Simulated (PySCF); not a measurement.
## How methods differ on the ionisation energy of O

O [He] 2s2 2p4 (3P) → O+ [He] 2s2 2p3 (4S), as a difference of total energies. All numbers are calculated (PySCF 2.14, scalar relativity by spin-free X2C-1e, in aug-cc-pVTZ-DK (5s4p3d2f, 46 functions)). Correlated levels: valence: 1s2 frozen. The calculations carry no spin-orbit coupling.

| method | ionisation energy (eV) |
| --- | --- |
| UHF | 12.024 |
| MP2 (valence) | 13.327 |
| SCS-MP2 (valence) | 13.427 |
| CCSD (valence) | 13.362 |
| CCSD(T) (valence) | 13.410 |

Problem. How much does correlation contribute at CCSD(T) (valence)?

Solution. 13.410 − (12.024) = 1.386 eV, measured against UHF.

Errors of the correlated levels include the incompleteness of this basis and the frozen core.

For comparison: 13.608 eV (measured; NIST levels, between the centres of gravity of the two terms).
